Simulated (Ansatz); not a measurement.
C2H3NO2 (`N=C=C(O)O`). Total charge 0; spin multiplicity 1. All single points use the PBE0-D4/def2-TZVP geometry. It is one conformer, not always the lowest.

```xyz
8

N    -0.555    1.969   -0.324
C    -0.344    0.772   -0.132
C     0.059   -0.469    0.005
O    -0.406   -1.458   -0.794
O     0.852   -0.912    1.029
H    -1.442    2.294    0.071
H     0.349   -1.969   -1.110
H     1.488   -0.227    1.255
```

(1) What is the dipole moment at B3LYP/def2-TZVPP? (Best estimate.)

(2) And with PBE, r2SCAN, ωB97M-V? (An estimate is asked.)

(3) Give the Mulliken charges with B3LYP, PBE, ωB97M-V in def2-TZVPP. (Estimate.)

## Answers

(1) Computed: 1.25 D, with components (1.11, -0.07, 0.58) D in this frame, pointing from negative to positive charge.

(2) Computed: PBE 1.25 D, r2SCAN 1.28 D, ωB97M-V 1.23 D.

(3) Ansatz gave: 
| atom | B3LYP | PBE | ωB97M-V |
| --- | --- | --- | --- |
| N1 | -0.21 | -0.17 | -0.22 |
| C2 | -0.03 | -0.11 | 0.02 |
| C3 | 0.23 | 0.18 | 0.21 |
| O4 | -0.30 | -0.26 | -0.28 |
| O5 | -0.29 | -0.25 | -0.28 |
| H6 | 0.18 | 0.19 | 0.16 |
| H7 | 0.21 | 0.21 | 0.20 |
| H8 | 0.21 | 0.21 | 0.20 |

B3LYP here is the variant with VWN-RPA as its local correlation; programs differ in this.
